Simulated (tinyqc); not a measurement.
Worked calculation: UHF in the sto-6g basis, for CH, spin multiplicity 4. One step of it, computed by the program tinyqc.

Problem. Iteration 3: diagonalisation and new density. Diagonalise F' = X^T F X, C = X C', fill 5 alpha and 2 beta electrons from the bottom; D(s) = C_occ C_occ^T; the new density keeps 0.7 of the old one (damping). Each column has its largest component positive (the first on a tie).

extrapolated F(alpha) (hartree), lower triangle:
```
             1C 1s      1C 2s     1C 2px     1C 2py     1C 2pz      2H 1s
1C 1s   -10.782154
1C 2s    -2.811163  -1.318786
1C 2px   -0.003502  -0.066218  -0.133260
1C 2py    0.002907   0.031594  -0.017401  -0.176985
1C 2pz   -0.012192  -0.003612  -0.077887   0.026142  -0.084554
2H 1s    -0.113012  -0.237542   0.048419  -0.015817  -0.249688  -0.339673
```

extrapolated F(beta) (hartree), lower triangle:
```
             1C 1s      1C 2s    1C 2px     1C 2py     1C 2pz      2H 1s
1C 1s   -10.757894
1C 2s    -2.733303  -0.915749
1C 2px    0.002516   0.085853  0.540843
1C 2py    0.004490  -0.044572  0.009817   0.554241
1C 2pz   -0.005512  -0.048101  0.008546  -0.000918   0.527704
2H 1s    -0.105971  -0.199330  0.020330  -0.010645  -0.081314  -0.084371
```

X:
```
                1          2         3          4          5         6
1C 1s   -0.619950   0.524293  0.000000   0.000000  -0.441427  0.457879
1C 2s    0.784296  -0.290681  0.000000   0.000000  -0.265037  0.564430
1C 2px   0.000000   0.000000  0.991824  -0.127614   0.000000  0.000000
1C 2py   0.000000   0.000000  0.127614   0.991824   0.000000  0.000000
1C 2pz   0.330603   0.693453  0.000000   0.000000   0.620238  0.240045
2H 1s   -0.563958  -0.574082  0.000000   0.000000   0.480262  0.422332
```

D(alpha) after iteration 2, lower triangle:
```
            1C 1s      1C 2s     1C 2px     1C 2py    1C 2pz     2H 1s
1C 1s    1.057348
1C 2s   -0.214178   0.657901
1C 2px  -0.028066   0.231611   0.871198
1C 2py   0.009200  -0.075409   0.042089   0.986241
1C 2pz   0.027950  -0.199433   0.138951  -0.045828  0.845266
2H 1s   -0.013895   0.091378  -0.167697   0.055694  0.081530  0.630740
```

D(beta) after iteration 2, lower triangle:
```
            1C 1s      1C 2s     1C 2px    1C 2py     1C 2pz     2H 1s
1C 1s    0.849056
1C 2s   -0.139490   0.483014
1C 2px  -0.047149  -0.075215   0.026207
1C 2py  -0.077073   0.054787   0.004138  0.017490
1C 2pz  -0.135258  -0.145546   0.052565  0.007492   0.338161
2H 1s   -0.186222   0.228121  -0.002652  0.056228  -0.204878  0.361482
```

overlap S, lower triangle:
```
           1C 1s     1C 2s    1C 2px    1C 2py    1C 2pz     2H 1s
1C 1s   1.000000
1C 2s   0.243228  1.000000
1C 2px  0.000000  0.000000  1.000000
1C 2py  0.000000  0.000000  0.000000  1.000000
1C 2pz  0.000000  0.000000  0.000000  0.000000  1.000000
2H 1s   0.009425  0.148627  0.000000  0.000000  0.175357  1.000000
```

Give: F' = X^T F X; orbital energies; coefficients C; F' = X^T F X; orbital energies; coefficients C; D(alpha) after iteration 3; D(beta) after iteration 3.

Solution.

F' = X^T F X (alpha) (hartree), lower triangle:
```
         1        2        3        4        5        6
1  -2.1114
2   2.2211  -2.1909
3  -0.0968  -0.0614  -0.1384
4   0.0533   0.0276  -0.0224  -0.1719
5  -2.1573   2.4277  -0.0060  -0.0003  -2.9948
6   2.5784  -2.6960  -0.0345   0.0234   3.1977  -4.4104
```

orbital energies (alpha) (hartree): MO1 -10.7859, MO2 -0.6720, MO3 -0.3679, MO4 -0.1830, MO5 -0.1686, MO6 0.1597

coefficients C (alpha):
```
            MO1      MO2      MO3      MO4      MO5      MO6
1C 1s    0.9950  -0.2427   0.1077  -0.0034   0.0210  -0.0531
1C 2s    0.0200   0.9132  -0.4444   0.0143  -0.0764   0.2248
1C 2px   0.0005   0.0930  -0.1249   0.4020   0.8226  -0.3708
1C 2py  -0.0003  -0.0480   0.0611   0.9150  -0.3737   0.1304
1C 2pz   0.0014   0.0866   0.4521   0.0266   0.4098   0.8074
2H 1s   -0.0018   0.3189   0.7543  -0.0220  -0.1788  -0.5945
```

F' = X^T F X (beta) (hartree), lower triangle:
```
         1        2        3        4        5        6
1  -1.8993
2   2.2604  -1.8981
3   0.0526  -0.0265   0.5435
4  -0.0391   0.0244   0.0112   0.5515
5  -2.2259   2.6618  -0.0082   0.0052  -2.5505
6   2.7194  -2.7062   0.0562  -0.0353   3.3048  -4.1114
```

orbital energies (beta) (hartree): MO1 -10.7593, MO2 -0.3236, MO3 0.0318, MO4 0.5477, MO5 0.5590, MO6 0.5803

coefficients C (beta):
```
            MO1      MO2      MO3      MO4      MO5      MO6
1C 1s    0.9970  -0.2176   0.1452  -0.0327   0.0041  -0.0116
1C 2s    0.0120   0.8375  -0.6058   0.1284  -0.0160   0.0552
1C 2px  -0.0003  -0.0943   0.0656   0.8880   0.3978   0.2002
1C 2py  -0.0003   0.0502  -0.0362  -0.4122   0.9068   0.0622
1C 2pz   0.0007   0.0600   0.0950  -0.1604  -0.1401   0.9872
2H 1s   -0.0013   0.4523   0.8753   0.0292   0.0429  -0.2886
```

D(alpha) after iteration 3, lower triangle:
```
          1C 1s    1C 2s   1C 2px   1C 2py  1C 2pz   2H 1s
1C 1s    1.0584
1C 2s   -0.2253   0.7719
1C 2px  -0.0256   0.1871   0.8686
1C 2py   0.0085  -0.0616   0.0440   0.9853
1C 2pz   0.0308  -0.1854   0.1871  -0.0637  0.7059
2H 1s   -0.0102   0.0548  -0.1835   0.0622  0.1455  0.6525
```

D(beta) after iteration 3, lower triangle:
```
          1C 1s    1C 2s   1C 2px  1C 2py   1C 2pz   2H 1s
1C 1s    0.9068
1C 2s   -0.1487   0.5486
1C 2px  -0.0269  -0.0764   0.0210
1C 2py  -0.0573   0.0510   0.0015  0.0130
1C 2pz  -0.0984  -0.0868   0.0351  0.0061   0.2378
2H 1s   -0.1603   0.2733  -0.0147  0.0462  -0.1353  0.3144
```
